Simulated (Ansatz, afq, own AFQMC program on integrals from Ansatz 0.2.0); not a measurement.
Breaking Si4–Cl6 in C2H6ClFOSi, singlet

```json
{"atom": "C", "x (Å)": "1.2063", "y (Å)": "-1.1732", "z (Å)": "-0.9713"}
{"atom": "C", "x (Å)": "0.6928", "y (Å)": "0.0753", "z (Å)": "-0.2973"}
{"atom": "O", "x (Å)": "-0.6993", "y (Å)": "-0.0545", "z (Å)": "-0.0610"}
{"atom": "Si", "x (Å)": "-1.6489", "y (Å)": "0.8320", "z (Å)": "0.9229"}
{"atom": "F", "x (Å)": "-1.8039", "y (Å)": "2.3405", "z (Å)": "0.3687"}
{"atom": "Cl", "x (Å)": "-0.7989", "y (Å)": "0.9960", "z (Å)": "2.7856"}
{"atom": "H", "x (Å)": "0.6842", "y (Å)": "-1.3421", "z (Å)": "-1.9246"}
{"atom": "H", "x (Å)": "2.2835", "y (Å)": "-1.0820", "z (Å)": "-1.1761"}
{"atom": "H", "x (Å)": "1.0470", "y (Å)": "-2.0538", "z (Å)": "-0.3315"}
{"atom": "H", "x (Å)": "0.8713", "y (Å)": "0.9608", "z (Å)": "-0.9322"}
{"atom": "H", "x (Å)": "1.2184", "y (Å)": "0.2448", "z (Å)": "0.6594"}
{"atom": "H", "x (Å)": "-2.9754", "y (Å)": "0.2009", "z (Å)": "0.9913"}
```

Products: C2H6FOSi (doublet; CH3–CH2–O–SiH–F) and Cl (doublet), each relaxed with PBE0/def2-SVP like the molecule; electronic energies without zero-point terms. Determinants: RHF, UHF and UHF in that order.

Basis def2-SVP. Noble-gas cores (and the filled d shells of Ga–Kr and In–Xe) are frozen. Integrals, coupled cluster, full CI and functionals: Ansatz 0.2.0; the random walks run on the same integrals in our own AFQMC program. ph-AFQMC/CISD is guided by a CISD state made of CCSD amplitudes; releasing the constraint for a short imaginary time cuts its bias at the price of noise, slowly where states lie close. Error bars are statistical, one sigma. The errors of all members are added in quadrature.

No full CI on the walks' own integrals is used here. The released AFQMC energy serves as the reference, which it does only where one determinant dominates, the energy is flat over the last release times and near the phaseless one (40 meV or 2 meV an electron, half that with transition metals). On small molecules, where full CI could be run and the noise was under 10 meV, such values lay within 10 meV of it in 19 cases of 20, a flattering rate, since the rule was set on those same cases; what remains of the bias isn't in the error bar. Each member takes its own surest rung, up to full CI.

Errors are counted within def2-SVP, not against nature.

Cautions: C₂H₆ClFOSi (singlet): the released value is read at 0.63 1/Eh with a noise of 22 meV, more than in the cases checked, later times being too noisy (meV from the phaseless value at times in 1/Eh: -19 ± 20 at 0.21, 11 ± 22 at 0.42, -2 ± 22 at 0.63, -20 ± 34 at 0.90); C₂H₆FOSi (doublet): the released value is read at 0.90 1/Eh with a noise of 25 meV, more than in the cases checked (meV from the phaseless value at times in 1/Eh: -17 ± 19 at 0.21, -17 ± 26 at 0.42, -13 ± 25 at 0.63, 20 ± 25 at 0.90).

```
level  bond energy (eV)
  MP2             4.987
 CCSD             4.775
```

Question: From these cheaper values, estimate the bond energy at the reference level in def2-SVP.

Answer: 4.846 ± 0.033 eV (AFQMC with the constraint released in def2-SVP).

| level | bond energy (eV) | error against released AFQMC (eV) |
| --- | --- | --- |
| HF | 3.995 | -0.851 ± 0.033 |
| CCSD(T) | 4.827 | -0.019 ± 0.033 |
| ph-AFQMC/CISD | 4.827 ± 0.022 | -0.019 ± 0.040 |

Correlation beyond CCSD(T) changes it by less than twice the noise. The perturbative (T) step is worth +0.052 eV.

Released energies are given only where the last usable release times agree within the noise; a slower fall can still hide under it.
